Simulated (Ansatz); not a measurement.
# AlH3 (triplet): wave-function methods side by side at distance Al1–H3 = 2.043 Å, cc-pVDZ

Aim: climb from Hartree-Fock through coupled cluster and multireference methods for AlH3 (triplet) at one geometry and basis, and see what each rung misses.

Method: cc-pVDZ, core rule «outside noble gas», up to 5 orbitals frozen; program: Ansatz 0.2.0, Gaussian basis.

The runs, in order: UHF; CCSD(T) on ROHF; CCSD(T) on UHF; BCCD(T) on ROHF; CISD; CCSDT(Q) on ROHF; CCSDT(Q) on UHF; CASSCF and MRCISD+Q, 4 electrons in 4 orbitals; CASSCF and NEVPT2, 4 electrons in 4 orbitals; CASSCF and MRCISD+Q, 6 electrons in 7 orbitals; CASSCF and NEVPT2, 6 electrons in 7 orbitals; Full CI.

14 further runs of the same task are left out: 1 for a mislabelled method, 8 that didn't finish, 5 set aside as unsound or not needed.

## 1. What is computed

The geometry derives from a PBE0/def2-TZVP stationary point (not a proven minimum). One bond is set to the value named and the two fragments are kept rigid.

4 atoms, charge 0, spin multiplicity 3.

Atoms are counted from 1 here; the program's logs count them from 0.

Bond lengths: Al1–H2 1.590 Å, Al1–H4 1.843 Å. Angles: H2–Al1–H4 101.8°.

As a file:

```xyz
4
AlH3
Al   -0.00153    0.07581   -0.10203
H    -0.00153   -1.37101   -0.76038
H     0.46479   -0.35009    1.84091
H    -0.42218   -0.30837    1.65060
```

## 2. UHF

Input file in.yaml:

```yaml
crystal:
  periodic: [false, false, false]
  atoms:
    - {symbol: Al, position_ang: [-0.001534, 0.075814, -0.102026]}
    - {symbol: H, position_ang: [-0.001534, -1.371008, -0.760375]}
    - {symbol: H, position_ang: [0.464792, -0.350089, 1.840909]}
    - {symbol: H, position_ang: [-0.422184, -0.308372, 1.650598]}
basis:
  gaussian: {orbitals: cc-pVDZ}
magnetization: {spin_polarized: true, initial_magnetization: 2}
hamiltonian: {xc: hf}
output: {orbitals: {seedname: orbitals}}
```

Started as:

```
$ ansatz run in.yaml --threads 1 --pin off --events-out ev --progress --plain --max-ram 2393MiB
```

After this run come: CCSD(T) on ROHF; CCSD(T) on UHF; BCCD(T) on ROHF; CISD; CCSDT(Q) on ROHF; CCSDT(Q) on UHF; CASSCF and MRCISD+Q, 4 electrons in 4 orbitals; CASSCF and NEVPT2, 4 electrons in 4 orbitals; CASSCF and MRCISD+Q, 6 electrons in 7 orbitals; CASSCF and NEVPT2, 6 electrons in 7 orbitals; Full CI.

Q: Predict the results of all the runs planned. Wanted: FCI below the RHF energy; RMP2 from FCI; UMP2 from FCI; RCCSD from FCI; RCCSD(T) from FCI; UCCSD(T) from FCI; RCCSDT(Q) from FCI; UCCSDT(Q) from FCI; NEVPT2 pair from FCI.

As calculated:

| quantity | value |
| --- | --- |
| FCI below the RHF energy | -2.6066 eV |
| RMP2 from FCI | +66.5 kJ/mol |
| UMP2 from FCI | +66.1 kJ/mol |
| RCCSD from FCI | +6.2 kJ/mol |
| RCCSD(T) from FCI | +1.7 kJ/mol |
| UCCSD(T) from FCI | +1.7 kJ/mol |
| RCCSDT(Q) from FCI | 0.0 kJ/mol |
| UCCSDT(Q) from FCI | 0.0 kJ/mol |
| NEVPT2 pair from FCI | +64.4 kJ/mol |
| NEVPT2 valence from FCI | +48.6 kJ/mol |
| MRCISD+Q valence from FCI | +1.9 kJ/mol |
| levels within 1 kcal/mol (43 meV) | RCCSD(T), UCCSD(T), BCCD(T), RCCSDT, UCCSDT, RCCSDT(Q), UCCSDT(Q), MRCISD+Q valence |
| T1 diagnostic | 0.022 |
| effectively unpaired electrons | 2.03 |

**Reading.** RCCSD(T) lands +1.7 kJ/mol from the yardstick (0.7 % of the correlation energy). One determinant dominates. Of the multireference levels listed MRCISD+Q valence comes nearest in total energy (+1.9 kJ/mol), which doesn't show that its space is the better one. These misses are within one basis, not against nature; the frozen cores of restricted and unrestricted runs differ, which can shift their rows.
